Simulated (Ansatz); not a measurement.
FH2SSi (`F[SiH2][S]`) radical, relaxed with UKS PBE-D4/def2-SVP in Ansatz from a rough embedded geometry. The force threshold is 0.03 eV/Å; the program also tests the step.

Total charge 0; spin multiplicity 2.

Start:

```xyz
5

F    -0.783   -1.431   -0.010
Si   -0.083    0.003   -0.070
S     1.485    0.174    1.394
H    -1.099    1.048    0.122
H     0.479    0.205   -1.436
```

Question: By how much does the energy fall, and how many steps does the optimiser take? (An estimate is asked.)

Answer: Ansatz gave: 7.23 kJ/mol, in 3 steps.

Question: Which bonds change most? (Best estimate.)

Answer: Computed: Si2–S3 from 2.153 to 2.112 Å; F1–Si2 from 1.597 to 1.637 Å; Si2–H4 from 1.470 to 1.504 Å; Si2–H5 from 1.490 to 1.505 Å.

Question: Give the relaxed structure. (Best estimate.)

Answer: Ansatz gave: 
```xyz
5

F    -0.833   -1.450   -0.052
Si   -0.074    0.000   -0.073
S     1.469    0.231    1.352
H    -1.109    1.055    0.207
H     0.548    0.164   -1.434
```
